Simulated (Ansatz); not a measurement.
in.yaml

```yaml
crystal:
  periodic: [false, false, false]
  atoms:
    - {symbol: Al, position_ang: [0.000000, -0.244231, 1.475660]}
    - {symbol: B, position_ang: [0.000000, 1.219080, 0.000000]}
    - {symbol: Al, position_ang: [0.000000, -0.244231, -1.475660]}
basis:
  gaussian: {orbitals: cc-pVDZ}
magnetization: {spin_polarized: false, initial_magnetization: 5}
correlation: {method: ccsdtq, electrons: outside_noble_gas}
```

```sh
$ ansatz run in.yaml --threads 2 --pin off --events-out ev --progress --plain --max-ram 16896MiB --backend cuda --devices 0, --max-vram 18GiB
```

The program prints:

```
954 factors; integrals over basis functions are off by at most 1.4e-7 eV
mean field evaluation 1: about -13831.0442 eV, gradient 7.9e0 eV
mean field evaluation 2: about -13831.2208 eV, gradient 8.0e0 eV
mean field evaluation 4: about -13832.1964 eV, gradient 2.0e0 eV
mean field evaluation 8: about -13832.2497 eV, gradient 4.0e-1 eV
mean field evaluation 16: about -13832.2552 eV, gradient 1.3e-5 eV
mean field evaluation 32: about -13832.2552 eV, gradient 9.3e-3 eV
mean field evaluation 64: about -13831.4174 eV, gradient 5.3e-1 eV
mean field evaluation 96: about -13832.1489 eV, gradient 1.1e0 eV
mean field evaluation 128: about -13832.2573 eV, gradient 5.0e-2 eV
mean field evaluation 160: about -13829.9125 eV, gradient 8.3e0 eV
...
mean field -13832.25811595 eV, -508.3261099199 hartree, gradient 4.7e-6 eV, S^2 8.750000; 25 other end points of the search recorded, 0 dependent functions left out
...
determinant -13832.25811595 eV, -508.3261099199 hartree, with singles and doubles -13836.66775851 eV, -508.4881612949 hartree
determinant -13832.25518469 eV, -508.3260021980 hartree, with singles and doubles -13836.68564759 eV, -508.4888187064 hartree
determinant -13832.25511311 eV, -508.3259995674 hartree, with singles and doubles -13836.68397098 eV, -508.4887570924 hartree
determinant -13831.34698948 eV, -508.2926266395 hartree, with singles and doubles -13835.80532931 eV, -508.4564676063 hartree
determinant -13831.34623064 eV, -508.2925987528 hartree, with singles and doubles -13835.80359480 eV, -508.4564038642 hartree
determinant -13830.66425952 eV, -508.2675367764 hartree, with singles and doubles -13835.23074882 eV, -508.4353521628 hartree
determinant -13830.54589646 eV, -508.2631870143 hartree, with singles and doubles -13835.19219975 eV, -508.4339355106 hartree
determinant -13830.13045456 eV, -508.2479198059 hartree, with singles and doubles -13834.75804515 eV, -508.4179806236 hartree
determinant -13829.78505838 eV, -508.2352267305 hartree, with singles and doubles -13834.62461641 eV, -508.4130772077 hartree
determinant -13829.63579350 eV, -508.2297413474 hartree, with singles and doubles -13834.00215527 eV, -508.3902021827 hartree
determinant -13829.14375464 eV, -508.2116592528 hartree, with singles and doubles -13834.04295170 eV, -508.3917014237 hartree
determinant -13829.09329244 eV, -508.2098048010 hartree, with singles and doubles -13833.48581600 eV, -508.3712270647 hartree
determinant -13828.94472945 eV, -508.2043452119 hartree, with singles and doubles -13832.62598616 eV, -508.3396289006 hartree
determinant -13828.92546189 eV, -508.2036371420 hartree, with singles and doubles -13833.95673908 eV, -508.3885331687 hartree
determinant -13828.81058773 eV, -508.1994155947 hartree, with singles and doubles -13833.59046043 eV, -508.3750726764 hartree
determinant -13832.25811595 eV, -508.3261099199 hartree, with singles and doubles -13836.67670907 eV, -508.4884902221 hartree
determinant -13832.25518469 eV, -508.3260021980 hartree, with singles and doubles -13836.68594735 eV, -508.4888297225 hartree
determinant -13832.25511311 eV, -508.3259995674 hartree, with singles and doubles -13836.68534134 eV, -508.4888074519 hartree
...
11 core orbitals not correlated: weight in the atoms' cores, before any rotation towards them, 1.000 or more for the frozen orbitals, at most 0.000 for the correlated occupied ones
reference -13832.25518469 eV, -508.3260021980 hartree; 7, 2 occupied and 32, 37 virtual orbitals, 954 factors
second order -3.60634639 eV of doubles, -0.10271883 eV of singles
...
cycle  13  -4.79310505 eV  change   -8.2e-5 eV  update   8.1e-5
cycle  14  -4.79309891 eV  change    6.1e-6 eV  update   3.9e-5
cycle  15  -4.79313233 eV  change   -3.3e-5 eV  update   2.2e-5
cycle  16  -4.79312053 eV  change    1.2e-5 eV  update   1.3e-5
cycle  17  -4.79311021 eV  change    1.0e-5 eV  update   7.0e-6
cycle  18  -4.79310771 eV  change    2.5e-6 eV  update   4.3e-6
cycle  19  -4.79311029 eV  change   -2.6e-6 eV  update   2.3e-6
cycle  20  -4.79311245 eV  change   -2.2e-6 eV  update   1.4e-6
cycle  21  -4.79311376 eV  change   -1.3e-6 eV  update   7.8e-7
cycle  22  -4.79311362 eV  change    1.4e-7 eV  update   4.8e-7
Total energy: -13837.04829831 eV, -508.5021458747 hartree
```

Ran on 2 threads of AMD EPYC 7R13 with a shared H100 80 GB, shared host: 33 s wall, 0.94 GiB peak host memory.
